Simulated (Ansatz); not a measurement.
Relaxation of C2H2F2O (7 atoms, charge 0, multiplicity 1), to a largest force component of 0.015 eV/Å in at most 40 steps.

The calculation used RKS B3LYP-D4/def2-SVP in Ansatz 0.2.0.

```xyz
7
Properties=species:S:1:pos:R:3
O -1.348 0.370 0.240
C -0.035 0.308 0.176
C 0.582 -0.704 -0.411
F 1.856 -0.849 -0.508
F -0.182 -1.698 -0.998
H -1.627 1.254 0.693
H 0.518 1.134 0.651
```

Problem. Where does it end, and by what steps?

Solution. The forces met the threshold. The force dipped under the threshold on the way, but the program's further checks kept it going. After 15 steps the energy has fallen by 0.323 eV; H6 moved furthest, 0.25 Å.

```csv
step,energy less start (eV),largest force component (eV/Å),accepted
0,0.0000,3.202,yes
1,-0.2519,1.673,yes
2,-0.3081,0.378,yes
3,-0.3139,0.097,yes
4,-0.3161,0.061,yes
5,-0.3166,0.047,yes
6,-0.3167,0.022,yes
7,-0.3167,0.008,yes
8,-0.3169,0.056,yes
9,-0.3169,0.163,yes
10,-0.3171,0.454,yes
11,-0.3207,0.107,yes
12,-0.3219,0.138,yes
13,-0.3225,0.048,yes
14,-0.3226,0.021,yes
15,-0.3227,0.005,yes
```

```xyz
7
Properties=species:S:1:pos:R:3
O -1.384 0.357 0.454
C -0.037 0.309 0.248
C 0.528 -0.692 -0.430
F 1.837 -0.824 -0.566
F -0.124 -1.679 -1.009
H -1.669 1.280 0.448
H 0.614 1.065 0.699
```

Whether the end is a true minimum wasn't checked by a vibrational analysis.

Run time: 38 s on 1 thread of Arm Neoverse V2, with other jobs on the host, peak memory 0.15 GiB.
